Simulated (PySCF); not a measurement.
Gas-phase reaction: C4H10 (n-butane) + 2 O + 2 H → 2 C2H5OH

Energies from PySCF, thermal terms from the rigid-rotor harmonic-oscillator model, ideal gas at 1 bar. 'Table' is the NASA 1993 thermochemical table (part measured, part estimated). † marks an energy on the PBE0/def2-TZVP geometry and frequencies; other levels use their own. MP2 and CCSD(T) freeze the core. 6-31G* has spherical d functions here. Open shells (unrestricted): O (multiplicity 3), H (multiplicity 2); the rest are closed-shell singlets. Spin-orbit splitting is ignored; it lowers the true energy and changes the entropy of O. For this reaction the table lies outside the span of B3LYP, M06-2X, MP2, r2SCAN, ωB97M-V, ωB97X-V in their largest bases here; which side is off was not settled. MP2 isn't extrapolated to the basis-set limit. CCSD(T) isn't extrapolated to the basis-set limit.

```
level               ΔH°(298 K), kJ
------------------  --------------
table                      -1278.5
BLYP/def2-TZVP†            -1281.2
CCSD(T)/def2-SVP†                …
HF/6-31G*                        …
HF/def2-TZVP†                    …
MP2/def2-TZVPP†            -1273.0
PBE/def2-SVP               -1310.3
PBE0/def2-TZVP                   …
ωB97X-V/def2-TZVP†         -1260.2
```

Q: Complete the blanks.

A: 
- CCSD(T)/def2-SVP†, ΔH°(298 K), kJ: -1153.9
- HF/6-31G*, ΔH°(298 K), kJ: -690.3
- HF/def2-TZVP†, ΔH°(298 K), kJ: -739.2
- PBE0/def2-TZVP, ΔH°(298 K), kJ: -1242.3
